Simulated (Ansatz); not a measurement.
# triplet SiNH2Cl: levels of theory compared

Wanted: a comparison of 6 runs (UHF/STO-3G, U-r2SCAN0/STO-3G, UBHLYP/STO-3G, UCAM-B3LYP/STO-3G, UCCSDTQ/STO-3G, UCCSD(T)/STO-3G) of triplet SiNH2Cl. 

The calculation is run with Ansatz 0.2.0.

66 further runs of the same task are left out: 66 set aside as unsound or not needed.

## (1) Starting point

SiNH2Cl: 5 atoms, total charge 0, spin state triplet. As SMILES of the parent species, `N[Si]Cl`. The shape is that of a PBE0-D4/def2-TZVP optimisation. This is one conformer, not always the lowest. That shape belongs to the parent species and isn't relaxed for this state.

Bond lengths: N1–Si2 1.701 Å, Si2–Cl3 2.104 Å, N1–H4 1.009 Å, N1–H5 1.010 Å. Angles: N1–Si2–Cl3 98.2°, Si2–N1–H4 121.0°, Si2–N1–H5 126.0°, H4–N1–H5 113.0°.

## (2) The energy at UHF/STO-3G (run 1)

Input file job.yaml:

```yaml
crystal:
  periodic: [false, false, false]
  atoms:
    - symbol: N
      position_ang: [-0.148200, 0.583400, -0.233900]
    - symbol: Si
      position_ang: [-0.116200, -0.341800, 1.192600]
    - symbol: Cl
      position_ang: [0.649000, -2.124500, 0.377300]
    - symbol: H
      position_ang: [-0.473300, 1.538600, -0.227400]
    - symbol: H
      position_ang: [0.138600, 0.270600, -1.150000]
basis:
  gaussian:
    orbitals: STO-3G
accuracy: high
magnetization:
  spin_polarized: true
  initial_magnetization: 2
hamiltonian:
  xc: hf
```

Run with:

```bash
$ ansatz run job.yaml --threads 1 --pin off --max-ram 2610MiB --events-out events.jsonl --progress --plain --runs-dir runs
```

Log:

```text
Warning: RAYON_NUM_THREADS=1 ignored (pool sized by the plan → 1); use --threads N
Functional definition: HF
  name "HF"
  exchange = exact_x
  correlation = 0
457 factors; integrals over basis functions are off by at most 1.2e-8 eV
mean field evaluation 1: about -21632.5770 eV, gradient 9.9e0 eV
mean field evaluation 2: about -21632.6560 eV, gradient 9.9e0 eV
mean field evaluation 4: about -21633.7290 eV, gradient 1.4e0 eV
mean field evaluation 8: about -21633.7754 eV, gradient 2.9e-5 eV
mean field evaluation 16: about -21632.1172 eV, gradient 5.8e-1 eV
mean field -21633.77462910 eV, -795.0265537202 hartree, gradient 5.6e-8 eV, S^2 2.001273; 0 other end points of the search recorded, 0 dependent functions left out
reference -21633.77462910 eV, -795.0265537202 hartree; 21, 19 occupied and 4, 6 virtual orbitals, 457 factors
Total energy: -21633.77462910 eV, -795.0265537202 hartree
```

Wall time 0.32 s (1 thread of Arm Neoverse V1, shared host).

## (3) A single-point energy at U-r2SCAN0/STO-3G (run 2)

Input file in.yaml:

```yaml
crystal:
  periodic: [false, false, false]
  atoms:
    - {symbol: N, position_ang: [-0.148200, 0.583400, -0.233900]}
    - {symbol: Si, position_ang: [-0.116200, -0.341800, 1.192600]}
    - {symbol: Cl, position_ang: [0.649000, -2.124500, 0.377300]}
    - {symbol: H, position_ang: [-0.473300, 1.538600, -0.227400]}
    - {symbol: H, position_ang: [0.138600, 0.270600, -1.150000]}
basis:
  gaussian: {orbitals: STO-3G}
magnetization: {spin_polarized: true, initial_magnetization: 2}
hamiltonian: {xc: {name: r2SCAN0}}
accuracy: high
```

Run with:

```bash
$ ansatz run in.yaml --threads 1 --pin off --max-ram 2610MiB --events-out events.jsonl --progress --plain --runs-dir runs
```

Log:

```text
Warning: RAYON_NUM_THREADS=1 ignored (pool sized by the plan → 1); use --threads N
Functional definition: r2SCAN0
  name "r2SCAN0"
  parameter a = 0.25
  parameter k0 = 0.174
  parameter k1 = 0.065
  parameter a1 = 4.9479
  exchange = (1 - a)*r2scan_x(k0 = k0, k1 = k1, a1 = a1) + a*exact_x
  correlation = r2scan_c
457 factors; integrals over basis functions are off by at most 1.2e-8 eV
mean field evaluation 1: about -21670.2992 eV, gradient 1.3e1 eV
mean field evaluation 2: about -21670.6186 eV, gradient 1.2e1 eV
mean field evaluation 4: about -21671.5831 eV, gradient 3.4e-1 eV
mean field evaluation 8: about -21671.5898 eV, gradient 4.1e-3 eV
mean field evaluation 16: about -21671.5898 eV, gradient 1.6e-6 eV
mean field -21671.58979074 eV, -796.4162352787 hartree, gradient 1.7e-8 eV, S^2 2.001166; 2 other end points of the search recorded, 0 dependent functions left out
reference -21671.58979135 eV, -796.4162353010 hartree; 21, 19 occupied and 4, 6 virtual orbitals, 457 factors
Total energy: -21671.58979135 eV, -796.4162353010 hartree
```

It took 7.5 s on 1 thread of Arm Neoverse V1, shared host; peak memory 0.25 GiB.

Runs 3 to 5 aren't shown in full; the table further down has their settings and results.

## (4) A single-point energy at UCCSD(T)/STO-3G (run 6)

Input file in.yaml:

```yaml
crystal:
  periodic: [false, false, false]
  atoms:
    - {symbol: "N", position_ang: [-0.148200, 0.583400, -0.233900]}
    - {symbol: Si, position_ang: [-0.116200, -0.341800, 1.192600]}
    - {symbol: Cl, position_ang: [0.649000, -2.124500, 0.377300]}
    - {symbol: H, position_ang: [-0.473300, 1.538600, -0.227400]}
    - {symbol: H, position_ang: [0.138600, 0.270600, -1.150000]}
basis:
  gaussian:
    orbitals: STO-3G
magnetization:
  spin_polarized: true
  initial_magnetization: 2
correlation:
  method: ccsd_t
  frozen_orbitals: {Cl: 5, H: 0, "N": 1, Si: 5}
accuracy: high
scf:
  omitted_lower_state_checks: [cluster_reference, increment]
```

Run with:

```bash
$ ansatz run in.yaml --threads 1 --pin off --max-ram 2610MiB --events-out events.jsonl --progress --plain --runs-dir runs
```

Log, cut to the lines that bear on the results:

```text
Warning: RAYON_NUM_THREADS=1 ignored (pool sized by the plan → 1); use --threads N
[... 2 set-up lines as earlier in the session ...]
[...]
457 factors; integrals over basis functions are off by at most 1.2e-8 eV
[...]
mean field -21633.77462910 eV, -795.0265537202 hartree, gradient 5.6e-8 eV, S^2 2.001273; 2 other end points of the search recorded, 0 dependent functions left out
11 core orbitals not correlated: weight in the atoms' cores, before any rotation towards them, 1.000 or more for the frozen orbitals, at most 0.000 for the correlated occupied ones
reference -21633.77462910 eV, -795.0265537202 hartree; 10, 8 occupied and 4, 6 virtual orbitals, 457 factors
second order -1.67861722 eV of doubles, -0.00000000 eV of singles
cycle   1  -2.01566281 eV  change   -3.4e-1 eV  update   5.6e-2
[...]
cycle  25  -2.21381831 eV  change  -4.3e-10 eV  update   1.5e-9
perturbative correction -0.03433307 eV, -0.0012617170 hartree
Total energy: -21636.02278048 eV, -795.1091717596 hartree
Checks for a lower state left out: cluster_reference, increment
```

It took 0.61 s on 1 thread of Arm Neoverse V1, shared host.

## (5) The series

```csv
run,level,frozen core orbitals,energy (Eh),⟨S²⟩,wall time
1,UHF/STO-3G,–,-795.026554,2.001,0.32 s
2,U-r2SCAN0/STO-3G,–,-796.416235,2.001,7.5 s
3,UBHLYP/STO-3G,–,-796.447473,2.001,3 s
4,UCAM-B3LYP/STO-3G,–,-796.384431,2.001,3.6 s
5,UCCSDTQ/STO-3G,11,-795.109610,2.001,1.8 min
6,UCCSD(T)/STO-3G,11,-795.109172,2.001,0.61 s
```

## (6) Outcome

```
                                           quantity          value
                                run 6: total energy  -795.10917 Eh
run 6: correlation energy (11 core orbitals frozen)      -82.6 mEh
                              run 6: (T) correction      -1.26 mEh
           run 6: ⟨S²⟩ of the reference determinant          2.001
                               run 6: T1 diagnostic          0.013
```

Below the UHF energy at the same shape and in the same basis (STO-3G): UCCSDTQ -83.1 mEh; UCCSD(T) -82.6 mEh. Totals of different functionals can't be ranked against each other. In runs 1, 2, 3, 4, 5, 6 the basis is minimal, so the values are rough. All runs together took 2 min, the longest 1.8 min.
